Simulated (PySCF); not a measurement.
# NH2 (SMILES [NH2]): UPBE/SBKJC (core potential)

Aim: the vertical ionisation energy of NH2 at UPBE/SBKJC (core potential), from 2 runs. The job is set up through a Python script.

The results are computed with PySCF 2.14.0.

11 further runs of the same task are left out: 1 that didn't finish, 10 set aside as unsound or not needed.

**1. The structure to begin with**

The species is NH2 (3 atoms), meant as a doublet with charge 0. SMILES: `[NH2]`. Geometry: relaxed at GFN2-xTB.

Bond lengths: N1–H2 1.014 Å, N1–H3 1.014 Å. Angles: H2–N1–H3 110.0°.

**2. A single-point energy at UPBE/SBKJC (core potential)**

The input, mol.xyz:

```xyz
3

N      0.307180    -0.182210     0.151440
H      0.155580     0.820260     0.174790
H     -0.462760    -0.638040    -0.326220
```

The input, input.py:

```python
from pyscf import gto, dft

mol = gto.M(
    atom='mol.xyz',
    spin=1,
    basis='sbkjc',
    verbose=4,
    max_memory=1860,
    ecp={'N': 'sbkjc'},
)

calc0 = dft.UKS(mol, xc='pbe')
calc0.grids.level = 5
calc0.conv_tol = 1e-10
calc0.kernel()
if not calc0.converged:
    calc0 = calc0.newton().run(calc0.mo_coeff, calc0.mo_occ)

etot = calc0.e_tot
print('Final energy', etot)
```

Run with:

```sh
$ OMP_NUM_THREADS=1 python input.py
```

Log:

```text
PySCF version 2.14.0

[INPUT] num. atoms = 3
[INPUT] num. electrons = 7
[INPUT] charge = 0
[INPUT] spin (= nelec alpha-beta = 2S) = 1
[INPUT] symmetry False subgroup None
[INPUT] Mole.unit = angstrom
[INPUT] Symbol           X                Y                Z      unit          X                Y                Z       unit  Magmom
[INPUT]  1 N      0.307180000000  -0.182210000000   0.151440000000 AA    0.580486070944  -0.344326997157   0.286180124304 Bohr   0.0
[INPUT]  2 H      0.155580000000   0.820260000000   0.174790000000 AA    0.294003590460   1.550066750936   0.330305229313 Bohr   0.0
[INPUT]  3 H     -0.462760000000  -0.638040000000  -0.326220000000 AA   -0.874489661404  -1.205720856517  -0.616466456356 Bohr   0.0

nuclear repulsion = 5.53618548302106
number of shells = 8
number of NR pGTOs = 22
number of NR cGTOs = 12
basis = sbkjc
ecp = {'N': 'sbkjc'}

******** <class 'pyscf.dft.uks.UKS'> ********
method = UKS
initial guess = minao
damping factor = 0
level_shift factor = 0
DIIS = <class 'pyscf.scf.diis.CDIIS'>
diis_start_cycle = 1
diis_space = 8
diis_damp = 0
SCF conv_tol = 1e-10
SCF conv_tol_grad = None
SCF max_cycles = 50
direct_scf = True
direct_scf_tol = 1e-13
number electrons alpha = 4  beta = 3
XC library pyscf.dft.libxc version 7.0.0
    S. Lehtola, C. Steigemann, M. J.T. Oliveira, and M. A.L. Marques.,  SoftwareX 7, 1–5 (2018)
XC functionals = pbe
    J. P. Perdew, K. Burke, and M. Ernzerhof.,  Phys. Rev. Lett. 77, 3865 (1996)
    J. P. Perdew, K. Burke, and M. Ernzerhof.,  Phys. Rev. Lett. 78, 1396 (1997)
    J. P. Perdew, K. Burke, and M. Ernzerhof.,  Phys. Rev. Lett. 77, 3865 (1996)
    J. P. Perdew, K. Burke, and M. Ernzerhof.,  Phys. Rev. Lett. 78, 1396 (1997)
radial grids:
    Treutler-Ahlrichs [JCP 102, 346 (1995); DOI:10.1063/1.469408] (M4) radial grids

becke partition: Becke, JCP 88, 2547 (1988); DOI:10.1063/1.454033
pruning grids: <function nwchem_prune>
grids dens level: 5
symmetrized grids: False
atomic radii adjust function: <function treutler_atomic_radii_adjust>
small_rho_cutoff = 0
Set gradient conv threshold to 1e-05
tot grids = 89200
init E= -10.2551205560835
[... the frontier-level lines of each cycle are left out ...]


cycle= 1 E= -10.7635933910083  delta_E= -0.508  |g|= 0.643  |ddm|= 1.75
cycle= 2 E= -10.6595262974568  delta_E= 0.104  |g|= 0.765  |ddm|= 1.31
cycle= 3 E= -10.9934240781917  delta_E= -0.334  |g|= 0.0164  |ddm|= 0.755
cycle= 4 E= -10.9936048894678  delta_E= -0.000181  |g|= 0.00244  |ddm|= 0.0213
cycle= 5 E= -10.9936114804889  delta_E= -6.59e-06  |g|= 0.000456  |ddm|= 0.005
cycle= 6 E= -10.9936118057172  delta_E= -3.25e-07  |g|= 9.62e-05  |ddm|= 0.00148
cycle= 7 E= -10.9936118143567  delta_E= -8.64e-09  |g|= 5.97e-06  |ddm|= 0.000249
cycle= 8 E= -10.9936118143901  delta_E= -3.34e-11  |g|= 1.29e-06  |ddm|= 1.8e-05
Extra cycle  E= -10.9936118143897  delta_E= 4.33e-13  |g|= 1.67e-06  |ddm|= 3.15e-06
converged SCF energy = -10.9936118143897  <S^2> = 0.75174828  2S+1 = 2.0017475
Final energy -10.993611814389707
```

Run time: 1.3 s. Hardware: 1 thread of Arm Neoverse V2, shared host; peak memory 0.16 GiB.

**3. The singlet cation**

The input, run.py:

```python
from pyscf import gto, dft

mol = gto.Mole()
mol.atom = '''
N    0.307180  -0.182210   0.151440
H    0.155580   0.820260   0.174790
H   -0.462760  -0.638040  -0.326220
'''
mol.ecp = {'N': 'sbkjc'}
mol.charge = 1
mol.basis = 'sbkjc'
mol.max_memory = 1860
mol.verbose = 4
mol.build()

ks = dft.RKS(mol)
ks.xc = 'pbe'
ks.grids.level = 5
ks.conv_tol = 1e-10
ks.kernel()
if not ks.converged:
    ks = ks.newton().run(ks.mo_coeff, ks.mo_occ)

e_final = ks.e_tot
print('E(%s) = %.9f' % ('PBE', e_final))
```

Run with:

```sh
$ OMP_NUM_THREADS=1 python run.py
```

Log:

```text
PySCF version 2.14.0

[INPUT] num. atoms = 3
[INPUT] num. electrons = 6
[INPUT] charge = 1
[INPUT] spin (= nelec alpha-beta = 2S) = 0
[INPUT] symmetry False subgroup None
[INPUT] Mole.unit = angstrom
[INPUT] Symbol           X                Y                Z      unit          X                Y                Z       unit  Magmom
[INPUT]  1 N      0.307180000000  -0.182210000000   0.151440000000 AA    0.580486070944  -0.344326997157   0.286180124304 Bohr   0.0
[INPUT]  2 H      0.155580000000   0.820260000000   0.174790000000 AA    0.294003590460   1.550066750936   0.330305229313 Bohr   0.0
[INPUT]  3 H     -0.462760000000  -0.638040000000  -0.326220000000 AA   -0.874489661404  -1.205720856517  -0.616466456356 Bohr   0.0

nuclear repulsion = 5.53618548302106
number of shells = 8
number of NR pGTOs = 22
number of NR cGTOs = 12
basis = sbkjc
ecp = {'N': 'sbkjc'}

******** <class 'pyscf.dft.rks.RKS'> ********
method = RKS
initial guess = minao
damping factor = 0
level_shift factor = 0
DIIS = <class 'pyscf.scf.diis.CDIIS'>
diis_start_cycle = 1
diis_space = 8
diis_damp = 0
SCF conv_tol = 1e-10
SCF conv_tol_grad = None
SCF max_cycles = 50
direct_scf = True
direct_scf_tol = 1e-13
XC library pyscf.dft.libxc version 7.0.0
    S. Lehtola, C. Steigemann, M. J.T. Oliveira, and M. A.L. Marques.,  SoftwareX 7, 1–5 (2018)
XC functionals = pbe
    J. P. Perdew, K. Burke, and M. Ernzerhof.,  Phys. Rev. Lett. 77, 3865 (1996)
    J. P. Perdew, K. Burke, and M. Ernzerhof.,  Phys. Rev. Lett. 78, 1396 (1997)
    J. P. Perdew, K. Burke, and M. Ernzerhof.,  Phys. Rev. Lett. 77, 3865 (1996)
    J. P. Perdew, K. Burke, and M. Ernzerhof.,  Phys. Rev. Lett. 78, 1396 (1997)
radial grids:
    Treutler-Ahlrichs [JCP 102, 346 (1995); DOI:10.1063/1.469408] (M4) radial grids

becke partition: Becke, JCP 88, 2547 (1988); DOI:10.1063/1.454033
pruning grids: <function nwchem_prune>
grids dens level: 5
symmetrized grids: False
atomic radii adjust function: <function treutler_atomic_radii_adjust>
small_rho_cutoff = 0
Set gradient conv threshold to 1e-05
Initial guess from minao.
tot grids = 89200
init E= -10.2551205560835
  HOMO = -0.122605070860653  LUMO = -0.0508745413421337  gap/eV = 1.95189
cycle= 1 E= -10.0955339405898  delta_E= 0.16  |g|=  1.2  |ddm|= 2.42
  HOMO = -1.06673910684238  LUMO = -1.05448175475504  gap/eV = 0.33354
cycle= 2 E= -10.2258007900288  delta_E= -0.13  |g|= 0.988  |ddm|= 2.11
  HOMO = -0.68269189639001  LUMO = -0.677460043208212  gap/eV = 0.14237
cycle= 3 E= -10.5237848064161  delta_E= -0.298  |g|= 0.0164  |ddm|= 1.02
  HOMO = -0.6719920118651  LUMO = -0.663879498202377  gap/eV = 0.22075
cycle= 4 E= -10.5238700666344  delta_E= -8.53e-05  |g|= 0.00122  |ddm|= 0.0277
  HOMO = -0.671857660326012  LUMO = -0.663834496943496  gap/eV = 0.21832
cycle= 5 E= -10.5237735580522  delta_E= 9.65e-05  |g|= 0.00783  |ddm|= 0.0515
  HOMO = -0.671859994922237  LUMO = -0.663837432096383  gap/eV = 0.21831
cycle= 6 E= -10.523870996382  delta_E= -9.74e-05  |g|= 0.000577  |ddm|= 0.05
  HOMO = -0.671890870320863  LUMO = -0.663858702682541  gap/eV = 0.21857
cycle= 7 E= -10.5238714743865  delta_E= -4.78e-07  |g|= 8.89e-06  |ddm|= 0.00322
  HOMO = -0.671890373356466  LUMO = -0.66386284978741  gap/eV = 0.21844
cycle= 8 E= -10.5238714744172  delta_E= -3.06e-11  |g|= 1.03e-06  |ddm|= 1.92e-05
  HOMO = -0.671890882803531  LUMO = -0.663863303122453  gap/eV = 0.21844
Extra cycle  E= -10.5238714743066  delta_E= 1.11e-10  |g|= 8.39e-06  |ddm|= 5.45e-05
converged SCF energy = -10.5238714743066
E(PBE) = -10.523871474
```

Run time: 0.99 s. Hardware: 1 thread of Arm Neoverse V2, shared host; peak memory 0.15 GiB.

**4. Outcome**

Level: UPBE/SBKJC (core potential).

| quantity | value |
| --- | --- |
| doublet NH2: total energy | -10.99361 Eh |
| doublet NH2: dipole moment | 2.40 D |
| doublet NH2: HOMO energy (highest over α and β) | -6.02 eV |
| doublet NH2: LUMO energy (lowest over α and β) | -3.86 eV |
| doublet NH2: ⟨S²⟩ | 0.752 |
| singlet cation: total energy | -10.52387 Eh |
| singlet cation: HOMO energy | -18.28 eV |
| singlet cation: LUMO energy | -18.06 eV |
| singlet cation: HOMO–LUMO gap | 0.22 eV |
| vertical ionisation energy (to the singlet cation) | 12.782 eV |

What this shows: Removing an electron at fixed nuclei costs 12.78 eV (1233 kJ/mol). Only the singlet of the ionised species was computed; a triplet could lie lower.
